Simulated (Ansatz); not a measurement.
# BClH4N+ (SMILES [NH3+]BCl): one structure at several levels

One table from this session's results is given with a row withheld; the runs are named, their logs left out.

Method: single points in def2-TZVPP; program: Ansatz 0.2.0, Gaussian basis.

Correlated methods freeze the cores. B3LYP uses VWN-RPA correlation.

## The system as given

7 atoms, charge 1, spin multiplicity 1.

Atoms are counted from 1 here; the program's logs count them from 0.

Bond lengths: N1–B2 1.547 Å, N1–H4 1.174 Å, N1–H5 1.092 Å, N1–H6 1.031 Å, B2–Cl3 1.575 Å, B2–H7 1.168 Å. Angles: B2–N1–H4 109.1°, B2–N1–H5 117.7°, B2–N1–H6 116.3°, H4–N1–H5 106.9°, H4–N1–H6 104.0°, H5–N1–H6 101.6°, N1–B2–Cl3 117.6°, N1–B2–H7 110.7°, Cl3–B2–H7 131.5°.

Coordinates:

```xyz
7
charge 1, multiplicity 1
N    -0.5376    0.3228   -0.1153
B     0.8205   -0.3975    0.0583
Cl    1.0570   -1.1982    1.3933
H    -1.3963   -0.4779   -0.1416
H    -0.6676    0.9567   -0.9952
H    -0.8167    0.9624    0.6437
H     1.5299   -0.1613   -0.8393
```

Set-up of the first run:

Input file run/in.yaml:

```yaml
crystal:
  periodic: [false, false, false]
  atoms:
    - {symbol: N, position_ang: [-0.537600, 0.322800, -0.115300]}
    - {symbol: B, position_ang: [0.820500, -0.397500, 0.058300]}
    - {symbol: Cl, position_ang: [1.057000, -1.198200, 1.393300]}
    - {symbol: H, position_ang: [-1.396300, -0.477900, -0.141600]}
    - {symbol: H, position_ang: [-0.667600, 0.956700, -0.995200]}
    - {symbol: H, position_ang: [-0.816700, 0.962400, 0.643700]}
    - {symbol: H, position_ang: [1.529900, -0.161300, -0.839300]}
basis:
  gaussian: {orbitals: def2-TZVPP}
total_charge: 1
correlation: {method: ccsd_t}
output: {forces: true}
```

No record of the launch command was kept for these runs.

Among the steps run: CCSD(T)/def2-TZVPP; PBE0-D4/def2-TZVPP; wB97M-V/def2-TZVPP; r2SCAN-D4/def2-TZVPP; PBE-D4/def2-TZVPP; r2SCAN0-D4/def2-TZVPP; B3LYP-D4/def2-TZVPP.

One table of the session follows, with a row left open; its other results are not shown here.

| method | RMS force component (eV/Å) | angle to CCSD(T) forces (°) |
| --- | --- | --- |
| CCSD(T) | 2.018 | reference |
| PBE0-D4 | 1.955 | 2.9 |
| wB97M-V | 1.988 | 1.5 |
| r2SCAN-D4 | 1.947 | 1.5 |
| PBE-D4 | 1.887 | 4.0 |
| r2SCAN0-D4 | 1.999 | 3.9 |
| B3LYP-D4 | ? | ? |

Estimate the missing values for B3LYP-D4.

The run gave: RMS force component (eV/Å): 1.966; angle to CCSD(T) forces (°): 0.9. In the column «RMS force component (eV/Å)» it lies between PBE0-D4 (1.955) and wB97M-V (1.988).
